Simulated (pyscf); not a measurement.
F–SiH₂–NH–SiH₃ + H• → F–SiH₂–NH–SiH₂• + H₂ (hydrogen abstraction; doublet surface; H–Si broken, H–H formed). Optimised with ωB97X-D3(BJ)/def2-SVP in PySCF. Rate constants from transition-state theory, ωB97M-D3(BJ)/def2-TZVP energies (ideal gas, 1 atm, RRHO with modes under 100 cm⁻¹ raised to 100, one conformer, R ln 2 for chiral ones without a mode under 150 cm⁻¹; no tunnelling), k in cm³ molecule⁻¹ s⁻¹.

```csv
T (K),1000/T,log10 k
298,3.354,-13.58
600,1.667,-11.87
900,1.111,?
1200,0.833,-10.75
```

Problem. Fit an Arrhenius line to the three values, give the activation energy, and predict k at 900 K.

Solution. Least squares gives log10 k = -9.91 − 1.11 × 1000/T, so Ea = 1.11 × ln 10 × 1.987 = 5.1 kcal/mol, against an electronic barrier of 4.7. At 900 K the line gives -11.14; the computed value is -11.17 (ΔG‡ = 22.8 kcal/mol), close to the line. This is the saddle that the search found; another between the same sides may lie lower. The angle at the transferred H is 177°.
